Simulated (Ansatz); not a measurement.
Two shapes of singlet C3H4.

Shape 1:

```xyz
7

C     0.0041   -0.0461   -0.8360
C     0.0048    0.6182    0.5376
C    -0.0233   -0.6352    0.5402
H     0.9177   -0.0452   -1.4851
H    -0.9363    0.0011   -1.5106
H    -0.0119    1.5460    1.0202
H     0.0123   -1.5700    0.9971
```

Shape 2:

```xyz
7

C     0.0051   -0.0390   -0.7607
C     0.0487    0.6511    0.4855
C    -0.0194   -0.7099    0.5516
H     0.9028    0.0027   -1.4286
H    -0.9476    0.0258   -1.5812
H     0.0554    1.5801    1.0156
H    -0.0220   -1.5030    1.0028
```

Basis set: 6-31G (spherical functions). Left uncorrelated: 3 orbitals. Charge 0, multiplicity 1.

Computed with Ansatz (development build ahead of 0.2.0); each method stands on the lowest determinant of its kind that the runs found.

Question: Which shape is lower in energy, and by how much in each method?

Answer:

```json
{"method": "RHF", "E(2) − E(1) (eV)": "1.229"}
{"method": "RHF-MP2", "E(2) − E(1) (eV)": "1.078"}
```

Shape 1 is lower. Caution: no unrestricted run beside it, a lower state can exist.
